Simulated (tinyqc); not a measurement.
Hueckel theory of the pi electrons with the omega technique, for the molecule C=CC(Cl)=CF (SMILES; centres numbered as the heavy atoms are written), step by step. One step of it, computed by the program tinyqc.

Problem. Omega technique, round 2. h_r = h_r(0) + omega q_r, omega = 0.6, with q_r = z_r - P_rr; 0.5 of the old diagonal is kept.

Hueckel matrix in units of beta (H = alpha + beta A), order 1C, 2C, 3C, 4Cl, 5C, 6F:
```
[[0.000000, 1.000000, 0.000000, 0.000000, 0.000000, 0.000000],
 [1.000000, 0.000000, 1.000000, 0.000000, 0.000000, 0.000000],
 [0.000000, 1.000000, 0.000000, 0.400000, 1.000000, 0.000000],
 [0.000000, 0.000000, 0.400000, 2.000000, 0.000000, 0.000000],
 [0.000000, 0.000000, 1.000000, 0.000000, 0.000000, 0.700000],
 [0.000000, 0.000000, 0.000000, 0.000000, 0.700000, 3.000000]]
```

charge and bond-order matrix P, order 1C, 2C, 3C, 4Cl, 5C, 6F:
```
[[1.027715, 0.892308, -0.037008, -0.011786, -0.438856, 0.094426],
 [0.892308, 1.002230, 0.448823, -0.038561, 0.019367, -0.021871],
 [-0.037008, 0.448823, 1.036349, 0.114081, 0.872547, -0.146676],
 [-0.011786, -0.038561, 0.114081, 1.986225, -0.111161, 0.019030],
 [-0.438856, 0.019367, 0.872547, -0.111161, 0.980118, 0.181492],
 [0.094426, -0.021871, -0.146676, 0.019030, 0.181492, 1.967362]]
```

Centres:
```
centre  z_r, pi electrons of the neutral centre         h
1C                                            1  0.000000
2C                                            1  0.000000
3C                                            1  0.000000
4Cl                                           2  2.000000
5C                                            1  0.000000
6F                                            2  3.000000
```

Give: matrix after round 2.

Solution.

matrix after round 2, order 1C, 2C, 3C, 4Cl, 5C, 6F:
```
[[-0.0142, 1.0000, 0.0000, 0.0000, 0.0000, 0.0000],
 [1.0000, -0.0001, 1.0000, 0.0000, 0.0000, 0.0000],
 [0.0000, 1.0000, -0.0179, 0.4000, 1.0000, 0.0000],
 [0.0000, 0.0000, 0.4000, 2.0062, 0.0000, 0.0000],
 [0.0000, 0.0000, 1.0000, 0.0000, 0.0112, 0.7000],
 [0.0000, 0.0000, 0.0000, 0.0000, 0.7000, 3.0148]]
```
